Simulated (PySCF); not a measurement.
Compound: pyrazine, C₄H₄N₂.
Atom-mapped SMILES: `[cH:1]1[cH:2][n:3][cH:4][cH:5][n:6]1` (hydrogens: H7 on C1; H8 on C2; H9 on C4; H10 on C5)

The same species was optimised twice, with GFN2-xTB and with PBE0-D3(BJ)/def2-SVP (PySCF), and the same property calculations (PySCF, gas phase) were run on both structures.

```
  coordinate  GFN2-xTB  PBE0-D3(BJ)/def2-SVP  change
   C1–C2 (Å)     1.389                 1.397  +0.008
   C4–C5 (Å)     1.389                 1.397  +0.008
   C5–N6 (Å)     1.324                 1.330  +0.006
   C2–N3 (Å)     1.324                 1.329  +0.005
   C1–N6 (Å)     1.324                 1.329  +0.005
   N3–C4 (Å)     1.324                 1.329  +0.005
C1–N6–C5 (°)     117.1                 116.4    -0.7
C2–N3–C4 (°)     117.0                 116.4    -0.6
C2–C1–N6 (°)     121.5                 121.8    +0.3
N3–C4–C5 (°)     121.5                 121.8    +0.3
C4–C5–N6 (°)     121.5                 121.8    +0.3
C1–C2–N3 (°)     121.5                 121.8    +0.3
```

Rotational constants: A = 6475, B = 6055, C = 3129 MHz (GFN2-xTB) against A = 6431, B = 5974, C = 3097 MHz (PBE0-D3(BJ)/def2-SVP). Point groups within 0.08 Å: D2h and D2h.

On the GFN2-xTB structure: HOMO (eV) -7.26 [PBE0/pcSseg-1]; LUMO (eV) -1.47 [PBE0/pcSseg-1]; GIAO shielding of C1/C2/C4/C5 (mean) (ppm) 35.7 [PBE0/pcSseg-1]; GIAO shielding of N3/N6 (mean) (ppm) -112.6 [PBE0/pcSseg-1].

Question: What do these properties become on the PBE0-D3(BJ)/def2-SVP structure?

Answer: 
```json
{"property": "HOMO (eV)", "level": "PBE0/pcSseg-1", "on GFN2-xTB": "-7.26", "on PBE0-D3(BJ)/def2-SVP": "-7.29", "change": "-0.03"}
{"property": "LUMO (eV)", "level": "PBE0/pcSseg-1", "on GFN2-xTB": "-1.47", "on PBE0-D3(BJ)/def2-SVP": "-1.53", "change": "-0.06"}
{"property": "energy, GFN2-xTB geometry as zero (kcal/mol)", "level": "PBE0/pcSseg-1", "on GFN2-xTB": "0.0", "on PBE0-D3(BJ)/def2-SVP": "-0.2", "change": "-0.2"}
{"property": "GIAO shielding of C1/C2/C4/C5 (mean) (ppm)", "level": "PBE0/pcSseg-1", "on GFN2-xTB": "35.7", "on PBE0-D3(BJ)/def2-SVP": "33.4", "change": "-2.3"}
{"property": "GIAO shielding of N3/N6 (mean) (ppm)", "level": "PBE0/pcSseg-1", "on GFN2-xTB": "-112.6", "on PBE0-D3(BJ)/def2-SVP": "-114.4", "change": "-1.8"}
```

The heavy atoms differ by 0.008 Å rms after alignment. Among bonds between heavy atoms C1–C2 and C4–C5 change most and about equally (+0.008 Å). Changes are differences of the printed values. Neither structure is proved a minimum here.
